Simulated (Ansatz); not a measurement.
How far each method lies from RCCSDT(Q) for F–SiH$_{2}$–F, singlet

Geometry: displaced at random from a stationary point.

```yaml
atoms:
  - { symbol: Si, position_ang: [0.0723, -0.4895, -0.0033] }
  - { symbol: F, position_ang: [-0.0926, 0.4510, -1.2745] }
  - { symbol: F, position_ang: [-0.0160, 0.4186, 1.2829] }
  - { symbol: H, position_ang: [1.3083, -1.3648, 0.0183] }
  - { symbol: H, position_ang: [-1.2771, -1.3839, -0.0846] }
```

Basis cc-pVDZ; Ansatz 0.2.0. Correlated methods freeze the noble-gas cores, which leaves 20 electrons in 49 orbitals. R marks a restricted (for open shells ROHF) determinant. Active spaces: frontier = (8e, 8o) about the gap.

Full CI isn't at hand for all of this; RCCSDT(Q) serves as the reference, and is uncertain by about the last step of the cluster series.

- UHF ⟨S²⟩: 0.000
- T1 diagnostic (RCCSD): 0.0120
- largest doubles amplitude (RCCSD): 0.043

```csv
level,E − E(RHF) (eV)
RMP2,-12.8906
RCCSD,-13.3888
RCCSD(T),-13.5952
```

Q: Estimate how far RCCSDT(Q) in cc-pVDZ lies from RCCSD(T). The table doesn't fix it; the size of (T) and the diagnostics are the guide.

A: RCCSDT(Q) in cc-pVDZ lies 4.0 kJ/mol below RCCSD(T), which is 20 % of the (T) step (-19.9 kJ/mol). The diagnostics are small and one determinant leads, so the series closes fast and only a small part of (T) is left.

The other levels:

```tsv
level	E − E(RCCSDT(Q)) (kJ/mol)	share of correlation (%)	wall time
CISD	145.1	88.97	9 s
BCCD(T)	3.4	99.74	1.5 s
RCCSDT	2.7	99.80	–
```

The correlation energy at RCCSDT(Q), counted from RHF, is -13.637 eV. That run took 2.4 min on 1 thread of Arm Neoverse V1, shared host.

Run but not shown, since their state, orbitals or frozen core can't be matched to the reference's or they repeat it: CASSCF (frontier space), MRCISD (frontier space), MRCISD+Q (frontier space).

Times hold each run's SCF and search for its determinant on a shared host, so for small cases they say little of a method's own cost; they ran on 1 thread of Arm Neoverse V1. Some runs computed forces too.
